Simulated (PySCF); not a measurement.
Screening by computed properties: pick the candidate that meets the target.

Species are written as SMILES; each is one conformer at its optimised geometry, gas phase, non-relativistic unless stated. Electronic properties by PySCF.

Dipoles, sizes and rotational constants follow the conformer. The torsions of the flexible species, by atom-mapped SMILES:
- `[CH3:1][O:2][c:3]1[n:4][n:5][c:6]([CH3:7])[o:8]1`: C1–O2–C3–N4 0°
- `[CH:1]#[C:2][SiH2:3]/[CH:4]=[CH:5]\[SiH3:6]`: C2–Si3–C4–C5 70°
- `[CH:1]#[C:2][CH2:3][C:4](=[CH2:5])[CH2:6][Cl:7]`: C2–C3–C4–C5 109°, C3–C4–C6–Cl7 -73°
- `[CH3:1][CH2:2][CH2:3][SiH:4]([F:5])[F:6]`: C1–C2–C3–Si4 -178°, C2–C3–Si4–F5 62°
- `[CH3:1]/[C:2]([SiH3:3])=[C:4](\[Cl:5])[C:6](=[O:7])[F:8]`: C2–C4–C6–O7 0°
- `[CH:1]#[C:2][C:3](=[O:4])[C:5]1=[CH:6][C:7]([F:8])([F:9])[O:10]1`: C2–C3–C5–C6 180°

The conformers of `Cl[C@@H]1[C@@H]2C=CC[C@H]12` aren't listed.

Question: Wanted: HOMO energy above -8.4 eV (CAM-B3LYP/def2-SVPD) and static isotropic polarisability above 64 au (CAM-B3LYP/def2-SVPD), at GFN2-xTB geometries. Which candidate meets both?
A. `C(/[SiH2]C#C)=C/[SiH3]` (C4H8Si2)
B. `COC1=NN=C(C)O1` (C4H6N2O2)
C. `Cl[C@@H]1[C@@H]2C=CC[C@H]12` (C6H7Cl)
D. `C#CCC(=C)CCl` (C6H7Cl)
E. `F[SiH](F)CCC` (C3H8F2Si)
F. `O` (H2O)

Answer: C. Computed values:
| species | HOMO energy | static isotropic polarisability |
| --- | --- | --- |
| O (H2O) | -10.72 eV | 9.5 au |
| F[SiH](F)CCC (C3H8F2Si) | -10.35 eV | 60.6 au |
| C(/[SiH2]C#C)=C/[SiH3] (C4H8Si2) | -9.27 eV | 97.5 au |
| C#CCC(=C)CCl (C6H7Cl) | -9.12 eV | 83.3 au |
| COC1=NN=C(C)O1 (C4H6N2O2) | -8.53 eV | 66.7 au |
| Cl[C@@H]1[C@@H]2C=CC[C@H]12 (C6H7Cl) | -8.22 eV | 75.1 au |

Question: Wanted: electronic spatial extent ⟨r²⟩ about the centre of nuclear charge above 1460 bohr² (CAM-B3LYP/def2-SVPD) and lowest triplet excitation (Tamm–Dancoff) below 4.1 eV (TDA CAM-B3LYP/def2-SVPD), at GFN2-xTB geometries. Which candidate meets both?
A. `COc1nnc(C)o1` (C4H6N2O2)
B. `C(CC#C)(=C)CCl` (C6H7Cl)
C. `C#CC(=O)C1=CC(F)(F)O1` (C6H2F2O2)
D. `C(=C/[SiH3])/[SiH2]C#C` (C4H8Si2)
E. `O` (H2O)
F. `[SiH3]/C(=C(/Cl)C(=O)F)C` (C4H6ClFOSi)

Answer: C. Computed values:
| species | electronic spatial extent ⟨r²⟩ about the centre of nuclear charge | lowest triplet excitation (Tamm–Dancoff) |
| --- | --- | --- |
| O (H2O) | 20 bohr² | 7.06 eV |
| COc1nnc(C)o1 (C4H6N2O2) | 1001 bohr² | 4.61 eV |
| C(CC#C)(=C)CCl (C6H7Cl) | 1079 bohr² | 4.28 eV |
| C(=C/[SiH3])/[SiH2]C#C (C4H8Si2) | 1113 bohr² | 3.96 eV |
| [SiH3]/C(=C(/Cl)C(=O)F)C (C4H6ClFOSi) | 1433 bohr² | 3.30 eV |
| C#CC(=O)C1=CC(F)(F)O1 (C6H2F2O2) | 1479 bohr² | 2.52 eV |

Question: Wanted: lowest singlet excitation between 7 eV and 8 eV (TDDFT CAM-B3LYP/def2-SVPD) and HOMO–LUMO gap above 9.3 eV (CAM-B3LYP/def2-SVPD), at GFN2-xTB geometries. Which candidate meets both?
A. `C#CC(=O)C1=CC(F)(F)O1` (C6H2F2O2)
B. `Cl[C@@H]1[C@@H]2C=CC[C@H]12` (C6H7Cl)
C. `C#C[SiH2]/C=C\[SiH3]` (C4H8Si2)
D. `O` (H2O)
E. `CCC[SiH](F)F` (C3H8F2Si)
F. `Cl/C(=C(\C)[SiH3])C(=O)F` (C4H6ClFOSi)

Answer: D. Computed values:
```csv
species,lowest singlet excitation,HOMO–LUMO gap
C#CC(=O)C1=CC(F)(F)O1 (C6H2F2O2),3.62 eV,7.06 eV
Cl/C(=C(\C)[SiH3])C(=O)F (C4H6ClFOSi),5.18 eV,8.01 eV
C#C[SiH2]/C=C\[SiH3] (C4H8Si2),5.68 eV,9.21 eV
Cl[C@@H]1[C@@H]2C=CC[C@H]12 (C6H7Cl),6.43 eV,9.46 eV
O (H2O),7.54 eV,11.68 eV
CCC[SiH](F)F (C3H8F2Si),8.18 eV,11.53 eV
```
